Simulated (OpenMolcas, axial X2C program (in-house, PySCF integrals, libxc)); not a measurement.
# One splitting, several methods: ²Π3/2 − ²Π1/2

Computed with an in-house all-electron X2C program for linear molecules (integrals from PySCF): two-component X2C with atomic mean-field Coulomb and Gaunt terms, Dyall basis sets with cores contracted in-house. The CASPT2 rows were computed with OpenMolcas 26.06 (scalar X2C, spin–orbit state interaction with atomic mean-field integrals). Vertical splittings E(Ω = 3/2) − E(Ω = 1/2) of the lowest ²Π state.

Correlated electrons in EOM-CCSD (inner shells frozen, about 90 virtual spinors): SiO 10, SiH⁺ 4, PF²⁺ 10.

```tsv
molecule	method	R (Å)	splitting (cm⁻¹)
SiO⁻	PBE0 determinants, 2c, av3z/av3z	1.561	80
SiH	PBE0 determinants, 2c, v3z/v3z	1.536	151
PF⁺	PBE0 determinants, 2c, v3z/av3z	1.524	334
P₂⁺	PBE0 determinants, 2c, v3z	1.977	-266
```

The other methods give:

| molecule | method | R (Å) | splitting (cm⁻¹) |
| --- | --- | --- | --- |
| SiO⁻ | EOM-EA-CCSD from SiO, 2c, av3z/av3z | 1.518 | 67 |
| SiH | EOM-EA-CCSD from SiH⁺, 2c, av3z/av3z | 1.536 | 134 |
| PF⁺ | CAS(9,7), XMS-CASPT2, RASSI (OpenMolcas, ANO-RCC-VTZP) | 1.551 | 285 |
| PF⁺ | EOM-EA-CCSD from PF²⁺, 2c, av3z/av3z | 1.522 | 335 |
| P₂⁺ | CAS(9,8), XMS-CASPT2, RASSI (OpenMolcas, ANO-RCC-VTZP) | 1.990 | 222 |

The distances differ by up to 0.04 Å between runs. Collinear functionals lack a current term; state interaction in a small space lacks spinor relaxation, which matters for heavy atoms, and ANO-RCC sets lack diffuse functions for anions; a negative value is an inverted multiplet.

By what ratio do the methods differ, for splittings above 30 cm⁻¹?

SiO⁻: EOM-EA-CCSD over PBE0 0.84; SiH: EOM-EA-CCSD over PBE0 0.89; PF⁺: CASPT2 over PBE0 0.85; PF⁺: EOM-EA-CCSD over PBE0 1.00; P₂⁺: CASPT2 over PBE0 -0.83.
